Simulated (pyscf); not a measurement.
H₂N–Ti(Cl)(Cl)–Cl + hydrogen (H₂) → Cl–TiH(Cl)–Cl + ammonia (NH₃), a four-centre exchange (singlet surface; N–Ti, H–H broken, H–Ti, H–N formed). PySCF, gas phase, ωB97X-D3(BJ)/def2-SVP geometries. Energies in eV from the separated reactants.

Small-basis levels: PySCF, no dispersion term, spherical d functions. 

Q: Quick B3LYP/6-31G*+LANL2DZ single points give ΔE‡ = 1.73 eV and ΔE = +1.19 eV. What does ωB97M-D3(BJ)/def2-TZVP give, and how far is the quick result from it?

A: ωB97M-D3(BJ)/def2-TZVP gives ΔE‡ = 1.41 eV and ΔE = +0.86 eV. B3LYP/6-31G*+LANL2DZ lies 0.31 eV over it in the barrier and 0.33 eV over it in the reaction energy, so on this step it does not hold to within 0.13 eV. ωB97M-D3(BJ)/def2-TZVP has limits of its own. On the product side the descent ends in an adduct with a N–Ti contact (not fully relaxed), 1.11 eV under the separated species and 1.54 eV under the saddle at ωB97X-D3(BJ)/def2-TZVP. What is counted as broken (N–Ti) persists as a longer contact in the product adduct; parting that adduct is a step of its own. At the saddle there is also a short H–Ti contact that neither side keeps. This is the saddle that the search found; another between the same sides may lie lower.
